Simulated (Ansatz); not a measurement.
This geometry of AlF$_{2}$H$_{3}$ (6 atoms, charge 0, multiplicity 1) is a first-order saddle point.

These are results of RKS PBE0-D4/6-31G* (Ansatz 0.2.0), not measurements.

```xyz
6
Properties=species:S:1:pos:R:3
Al -0.011 -0.143 0.026
H 0.047 0.083 1.703
F 1.437 0.131 -0.721
H -1.376 0.113 -0.719
F 0.062 -1.894 0.803
H 0.081 -1.189 1.584
```

(1) Which two structures does it join? (They come from a converged band through this point; their orientation in space is the band's.)

(2) How far does it lie above each of them?

## Answers

(1) Bonds broken: Al1–H2, F5–H6. Bonds formed: H2–H6. AlF2H3 becomes AlF2H + H2.

Image 0:

```xyz
6
Properties=species:S:1:pos:R:3
Al -0.026 0.028 0.081
H 0.028 0.450 1.637
F 1.423 0.088 -0.730
H -1.364 0.071 -0.769
F 0.038 -1.887 0.773
H 0.141 -1.647 1.685
```

Image 6:

```xyz
6
Properties=species:S:1:pos:R:3
Al -0.005 -0.584 -0.309
H 0.129 0.138 1.981
F 1.420 0.197 -0.578
H -1.377 0.135 -0.565
F 0.058 -2.187 0.080
H 0.017 -0.597 2.068
```

(2) 5.8 kJ/mol above the first and 133.4 kJ/mol above the second. This is the barrier of this one path; another mechanism may lie lower. The orbitals stay closed-shell, which can raise the energy where a bond breaks towards radicals; this wasn't checked here.

Run time: 70 s on 1 thread of Arm Neoverse V1, with other jobs on the host, peak memory 0.1 GiB.
